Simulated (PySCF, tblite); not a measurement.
# C2H5N, a complex of two parts: NMR shifts, interaction energy, infrared bands, spin-spin couplings and core binding energies

An exercise on one series of results from a longer session: the logs are not shown, and one member is left open.

Computed with tblite 0.8.0 and PySCF 2.14.0; each step states its level. No surroundings beyond the atoms listed, unless a continuum is named. Atoms count from 0, parts from 1.

## The system as given

8 atoms, charge 0, multiplicity 1; geometry: rigid parts in contact. Parts: 1 = atoms 0–3, `C#C`, charge 0; 2 = atoms 4–7, `N`, charge 0.

The first run:

What the job is given:

```
{"job": {"kind": "dock", "xc": "GFN2-xTB", "basis": "xTB"}, "charge": 0, "multiplicity": 1, "parts": [{"atoms": "0-3", "charge": 0, "multiplicity": 1}, {"atoms": "4-7", "charge": 0, "multiplicity": 1}]}
C     -0.528756     0.043335    -0.273508
C      0.528828    -0.043319     0.273310
H     -1.458706     0.119059    -0.754367
H      1.458634    -0.119074     0.754564
N      3.377230    -1.397045     0.962369
H      4.322936    -1.592547     1.267333
H      2.788949    -1.366984     1.786052
H      3.070352    -2.177216     0.394151
```

With the program's defaults for keys left out, this is: GFN2-xTB search for minima from random contacts, gas phase.

Command:

```console
> OMP_NUM_THREADS=1 python cluster_run.py task.json out
```

This one command runs all jobs of the session in turn.

Among the steps run: Docking the parts with GFN2-xTB; Optimising the geometry at PBE0-D3(BJ)/def2-TZVPD; NMR shieldings: PBE0/pcSseg-2; Coupled-cluster interaction energy: CCSD(T) and MP2.

One table of the session follows, with a row left open; its other results are not shown here.

It belongs to the step «Coupled-cluster interaction energy: CCSD(T) and MP2». 

```
                 method  interaction energy (kcal/mol)
         HF/aug-cc-pVDZ                          -2.44
        MP2/aug-cc-pVDZ                          -3.13
       CCSD/aug-cc-pVDZ                              ?
    CCSD(T)/aug-cc-pVDZ                          -3.04
         HF/aug-cc-pVQZ                          -2.44
        MP2/aug-cc-pVQZ                          -3.57
    SCS-MP2/aug-cc-pVQZ                          -3.10
      MP2, extrapolated                          -3.65
CCSD(T), limit estimate                          -3.56
```

Estimate the missing values for CCSD/aug-cc-pVDZ.

The run gave: interaction energy (kcal/mol): -2.84. In the column «interaction energy (kcal/mol)» it lies between CCSD(T)/aug-cc-pVDZ (-3.04) and HF/aug-cc-pVDZ (-2.44).
